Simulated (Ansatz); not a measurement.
## Molecular dynamics of CH3SSi, charge +1

Input:

```yaml
crystal:
  periodic: [false, false, false]
  atoms:
    - { symbol: C, position_ang: [-0.474497, -0.097773, -0.704768] }
    - { symbol: Si, position_ang: [-0.196126, 0.79335, 0.830466] }
    - { symbol: S, position_ang: [1.375731, 0.196, 1.925666] }
    - { symbol: H, position_ang: [-1.307895, -0.817563, -0.754021] }
    - { symbol: H, position_ang: [-0.21801, 0.396255, -1.656201] }
    - { symbol: H, position_ang: [0.820807, -0.47027, 0.358867] }
total_charge: 1
basis:
  gaussian: { orbitals: "6-31G*" }
hamiltonian:
  xc: pbe
  dispersion: d4
md:
  timestep: 0.5
  n_steps: 200
  ensemble: nve
  temperature: 100.0
  initial_velocities: maxwell_boltzmann
  seed: 10760
```

Launched with:

```bash
$ ansatz run input.yaml --threads 1 --pin off --max-ram 2048MiB --backend cpu --events-out ev --progress --plain --runs-dir out
```

It starts at the highest image of a converged band. Of that band: The profile has 2 maxima (images 1, 4) with wells between them (image 2): this band takes more than one step, which may be the mechanism or a detour left from its start path. Neighbouring images differ by up to 2.6 eV, so the band resolves the path poorly. A vibrational analysis at the climbing image gives one clearly imaginary mode, 1604i cm⁻¹: a first-order saddle point.

Output, in part (step lines, the closing report, with atoms numbered from 0):

```
md step     0: t =     0.00 fs  T =   100.0 K  F+E_penalty+E_count = -19776.73607280 eV  E_kin = 0.051704 eV  conserved = -19776.68436880 eV  (88 SCF iters)
md step     1: t =     0.50 fs  T =    98.7 K  F+E_penalty+E_count = -19776.73540736 eV  E_kin = 0.051049 eV  conserved = -19776.68435868 eV  (30 SCF iters)
md step     2: t =     1.00 fs  T =    95.2 K  F+E_penalty+E_count = -19776.73357189 eV  E_kin = 0.049241 eV  conserved = -19776.68433044 eV  (31 SCF iters)
md step     3: t =     1.50 fs  T =    90.4 K  F+E_penalty+E_count = -19776.73100842 eV  E_kin = 0.046716 eV  conserved = -19776.68429256 eV  (31 SCF iters)
md step     4: t =     2.00 fs  T =    85.2 K  F+E_penalty+E_count = -19776.72830657 eV  E_kin = 0.044049 eV  conserved = -19776.68425779 eV  (31 SCF iters)
md step     5: t =     2.50 fs  T =    80.8 K  F+E_penalty+E_count = -19776.72600630 eV  E_kin = 0.041768 eV  conserved = -19776.68423781 eV  (31 SCF iters)
md step     6: t =     3.00 fs  T =    77.7 K  F+E_penalty+E_count = -19776.72441409 eV  E_kin = 0.040175 eV  conserved = -19776.68423942 eV  (24 SCF iters)
md step     7: t =     3.50 fs  T =    75.9 K  F+E_penalty+E_count = -19776.72350640 eV  E_kin = 0.039246 eV  conserved = -19776.68426069 eV  (30 SCF iters)
[... lines left out ...]
Total energy: -19777.42988954 eV, -726.8071428171 hartree
Atom 0 at    -0.834511     0.111726    -0.885976 Å, force     0.345335     0.348116     1.350100 eV/Å
Atom 1 at    -0.109306     0.604091     0.706450 Å, force    -0.337480    -0.384844    -1.098288 eV/Å
Atom 2 at     1.422121     0.271212     2.071847 Å, force     1.220634    -2.367495    -0.989107 eV/Å
Atom 3 at    -1.890658    -0.210302    -0.906123 Å, force     0.094535    -0.191415     0.154537 eV/Å
Atom 4 at    -0.597880     0.770823    -1.730109 Å, force     0.235951     0.147709    -0.183629 eV/Å
Atom 5 at     2.178815    -1.067436     1.550084 Å, force    -1.558974     2.447928     0.766387 eV/Å
Dipole moment:    -0.176602    -0.176162    -0.394792 e Å
```

The steps, from the saved trajectory:

```tsv
time (fs)	T (K)	potential energy less start (eV)	conserved less start (meV/atom)
0.0	100	0.000	0.00
3.0	78	0.012	0.02
6.0	63	0.019	0.01
9.0	61	0.020	0.03
12.0	190	-0.046	0.07
15.0	730	-0.326	0.06
18.0	1375	-0.661	-0.27
21.0	2089	-1.031	-0.46
24.0	1937	-0.951	-0.14
27.0	1211	-0.574	0.06
30.0	1429	-0.688	-0.11
33.0	1196	-0.570	-0.55
36.0	532	-0.224	-0.18
39.0	600	-0.259	-0.07
42.0	438	-0.174	0.12
45.0	1353	-0.648	-0.09
48.0	2013	-0.990	-0.10
51.0	2331	-1.156	-0.47
54.0	1543	-0.746	0.02
57.0	1062	-0.497	0.06
60.0	1202	-0.572	-0.36
63.0	390	-0.148	0.32
66.0	1167	-0.554	-0.44
69.0	1245	-0.592	-0.05
72.0	1354	-0.648	0.08
75.0	2322	-1.151	-0.35
78.0	2159	-1.064	0.10
81.0	1748	-0.854	-0.28
84.0	753	-0.337	0.10
87.0	570	-0.243	0.07
90.0	1003	-0.469	-0.41
93.0	933	-0.429	0.29
96.0	1879	-0.922	-0.39
99.0	1480	-0.713	0.03
```

The run went to its last step. The conserved energy stayed within 0.67 meV per atom of its start (net change 0.059 meV per atom), so the integration is sound. The system heated up, since it started high on the potential surface and ran downhill. A run of 0.1 ps of so small a system gives no equilibrium averages. The orbitals stay closed-shell, which can raise the energy where a bond breaks towards radicals; this wasn't checked here. Limits of this set-up: the dipole of an ion depends on the origin.

The step under study would form Si2–H6 and break S3–H6. These pairs go: Si2–H6 1.69 → 2.96 Å, S3–H6 1.79 → 1.62 Å. In the last frame they stand as before the step (other bonds may differ from the relaxed reactants and products). These pairs come and go: their bonding changes 4 times, last at 66 of 100 fs, so the outcome isn't settled. It ends as one piece, CH3SSi (total charge +1). Pairs count as bonded within 1.25 times the sum of covalent radii (0.12 Å more for H–H).

Last frame:

```xyz
6
Properties=species:S:1:pos:R:3
C -0.835 0.112 -0.886
Si -0.109 0.604 0.706
S 1.422 0.271 2.072
H -1.891 -0.210 -0.906
H -0.598 0.771 -1.730
H 2.179 -1.067 1.550
```

The run took 4.5 min on 1 thread of Arm Neoverse V1 (shared host), peak memory 0.1 GiB.
